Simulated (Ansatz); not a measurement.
# AlClF radical (SMILES [F][Al][Cl]): functionals against CCSD(T) at one geometry

An exercise on one series of results from a longer session: the logs are not shown, and one member is left open.

Computed with Ansatz 0.2.0, Gaussian basis. Level: single points in def2-TZVPP.

Correlated methods freeze the cores. Orbitals are unrestricted.

**Where the work starts**

SMILES `[F][Al][Cl]`, 3 atoms, charge 0, spin multiplicity 2.

Atoms are counted from 1 here; the program's logs count them from 0.

Bond lengths: F1–Al2 1.690 Å, Al2–Cl3 2.100 Å. Angles: F1–Al2–Cl3 130.4°.

Geometry (Å):

```xyz
3
charge 0, multiplicity 2
F    -1.1008    1.1198   -0.4617
Al   -0.3253   -0.3628   -0.2246
Cl    1.4757   -0.8148    0.7562
```

Set-up of the first run:

File run/in.yaml:

```yaml
crystal:
  periodic: [false, false, false]
  atoms:
    - {symbol: F, position_ang: [-1.100800, 1.119800, -0.461700]}
    - {symbol: Al, position_ang: [-0.325300, -0.362800, -0.224600]}
    - {symbol: Cl, position_ang: [1.475700, -0.814800, 0.756200]}
basis:
  gaussian: {orbitals: def2-TZVPP}
magnetization: {spin_polarized: true, initial_magnetization: 1}
correlation: {method: ccsd_t}
scf: {omitted_lower_state_checks: [cluster_reference]}
output: {forces: true}
```

The command line of these runs was not kept.

Steps of the session up to this table: CCSD(T)/def2-TZVPP; PBE0-D4/def2-TZVPP; wB97M-V/def2-TZVPP; r2SCAN-D4/def2-TZVPP; PBE-D4/def2-TZVPP; LC-wPBE/def2-TZVPP; revPBE-D4/def2-TZVPP.

One of the session's tables, all rows but one given; the rest of the session is left out.

```
   method  RMS force component (eV/Å)  angle to CCSD(T) forces (°)  dipole (D)
  CCSD(T)                       0.520                    reference        1.08
  PBE0-D4                       0.504                          3.7        1.17
  wB97M-V                       0.458                          3.2        1.30
r2SCAN-D4                       0.488                          1.6        1.10
   PBE-D4                           ?                            ?           ?
  LC-wPBE                       0.459                         13.6        1.12
revPBE-D4                       0.346                         34.2        1.07
```

Q: Estimate the row for PBE-D4 from the others.

**Answer.** RMS force component (eV/Å): 0.352; angle to CCSD(T) forces (°): 21.1; dipole (D): 1.10. In the column «RMS force component (eV/Å)» it lies between revPBE-D4 (0.346) and wB97M-V (0.458).
